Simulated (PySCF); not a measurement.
Compound: C4H9Cl.
Bonds: C1–C2, C2–C3, C2–C4, C4–Cl5. Hydrogens: H6, H7, H8 on C1; H9 on C2; H10, H11, H12 on C3; H13, H14 on C4.

The same species was optimised twice, with GFN2-xTB and with PBE0-D3(BJ)/def2-SVP (PySCF), and the same property calculations (PySCF, gas phase) were run on both structures.

```json
{"coordinate": "C3–H11 (Å)", "GFN2-xTB": "1.088", "PBE0-D3(BJ)/def2-SVP": "1.103", "change": "+0.015"}
{"coordinate": "C1–H7 (Å)", "GFN2-xTB": "1.088", "PBE0-D3(BJ)/def2-SVP": "1.103", "change": "+0.015"}
{"coordinate": "C3–H12 (Å)", "GFN2-xTB": "1.088", "PBE0-D3(BJ)/def2-SVP": "1.101", "change": "+0.013"}
{"coordinate": "C3–H10 (Å)", "GFN2-xTB": "1.087", "PBE0-D3(BJ)/def2-SVP": "1.100", "change": "+0.013"}
{"coordinate": "C1–H6 (Å)", "GFN2-xTB": "1.087", "PBE0-D3(BJ)/def2-SVP": "1.100", "change": "+0.013"}
{"coordinate": "C1–H8 (Å)", "GFN2-xTB": "1.087", "PBE0-D3(BJ)/def2-SVP": "1.099", "change": "+0.012"}
{"coordinate": "C4–H13 (Å)", "GFN2-xTB": "1.090", "PBE0-D3(BJ)/def2-SVP": "1.101", "change": "+0.011"}
{"coordinate": "C2–H9 (Å)", "GFN2-xTB": "1.095", "PBE0-D3(BJ)/def2-SVP": "1.105", "change": "+0.010"}
{"coordinate": "C4–H14 (Å)", "GFN2-xTB": "1.090", "PBE0-D3(BJ)/def2-SVP": "1.099", "change": "+0.009"}
{"coordinate": "C4–Cl5 (Å)", "GFN2-xTB": "1.784", "PBE0-D3(BJ)/def2-SVP": "1.791", "change": "+0.007"}
{"coordinate": "C2–C4 (Å)", "GFN2-xTB": "1.525", "PBE0-D3(BJ)/def2-SVP": "1.521", "change": "-0.004"}
{"coordinate": "C1–C2 (Å)", "GFN2-xTB": "1.526", "PBE0-D3(BJ)/def2-SVP": "1.523", "change": "-0.003"}
{"coordinate": "C2–C3 (Å)", "GFN2-xTB": "1.528", "PBE0-D3(BJ)/def2-SVP": "1.526", "change": "-0.002"}
{"coordinate": "C4–C2–H9 (°)", "GFN2-xTB": "108.4", "PBE0-D3(BJ)/def2-SVP": "106.9", "change": "-1.5"}
{"coordinate": "C2–C4–Cl5 (°)", "GFN2-xTB": "111.4", "PBE0-D3(BJ)/def2-SVP": "112.8", "change": "+1.4"}
{"coordinate": "H13–C4–H14 (°)", "GFN2-xTB": "109.7", "PBE0-D3(BJ)/def2-SVP": "108.4", "change": "-1.3"}
{"coordinate": "C1–C2–C4 (°)", "GFN2-xTB": "110.9", "PBE0-D3(BJ)/def2-SVP": "112.1", "change": "+1.2"}
{"coordinate": "H10–C3–H11 (°)", "GFN2-xTB": "108.4", "PBE0-D3(BJ)/def2-SVP": "107.5", "change": "-0.9"}
{"coordinate": "C1–C2–C3 (°)", "GFN2-xTB": "110.8", "PBE0-D3(BJ)/def2-SVP": "111.7", "change": "+0.9"}
{"coordinate": "C2–C3–H12 (°)", "GFN2-xTB": "110.9", "PBE0-D3(BJ)/def2-SVP": "111.8", "change": "+0.9"}
{"coordinate": "H6–C1–H7 (°)", "GFN2-xTB": "108.5", "PBE0-D3(BJ)/def2-SVP": "107.7", "change": "-0.8"}
{"coordinate": "C1–C2–C4–Cl5 (°)", "GFN2-xTB": "65", "PBE0-D3(BJ)/def2-SVP": "63", "change": "-2"}
```

Rotational constants: A = 7618, B = 2171, C = 1821 MHz (GFN2-xTB) against A = 7556, B = 2151, C = 1798 MHz (PBE0-D3(BJ)/def2-SVP). Point groups within 0.08 Å: C1 and C1.

On the GFN2-xTB structure: HOMO (eV) -8.30 [PBE0/pcSseg-1]; LUMO (eV) 0.90 [PBE0/pcSseg-1]; dipole (D) 2.15 [PBE0/pcSseg-1]; GIAO shielding of C1/C3 (mean) (ppm) 164.7 [PBE0/pcSseg-1]; GIAO shielding of C2 (ppm) 150.5 [PBE0/pcSseg-1]; GIAO shielding of C4 (ppm) 129.2 [PBE0/pcSseg-1]; GIAO shielding of Cl5 (ppm) 868.6 [PBE0/pcSseg-1].

Problem. What do these properties become on the PBE0-D3(BJ)/def2-SVP structure?

Solution. 
```tsv
property	level	on GFN2-xTB	on PBE0-D3(BJ)/def2-SVP	change
HOMO (eV)	PBE0/pcSseg-1	-8.30	-8.31	-0.01
LUMO (eV)	PBE0/pcSseg-1	0.90	0.84	-0.06
dipole (D)	PBE0/pcSseg-1	2.15	2.17	+0.02
energy, GFN2-xTB geometry as zero (kcal/mol)	PBE0/pcSseg-1	0.0	-0.4	-0.4
GIAO shielding of C1/C3 (mean) (ppm)	PBE0/pcSseg-1	164.7	163.1	-1.6
GIAO shielding of C2 (ppm)	PBE0/pcSseg-1	150.5	150.6	+0.1
GIAO shielding of C4 (ppm)	PBE0/pcSseg-1	129.2	127.4	-1.8
GIAO shielding of Cl5 (ppm)	PBE0/pcSseg-1	868.6	865.2	-3.4
```

The heavy atoms differ by 0.017 Å rms after alignment. Among all bonds C1–H7 and C3–H11 change most and about equally (+0.015 Å). Changes are differences of the printed values. Neither structure is proved a minimum here.

The values belong to the conformer `[CH3:1][CH:2]([CH3:3])[CH2:4][Cl:5]`: C1–C2–C4–Cl5 63°.
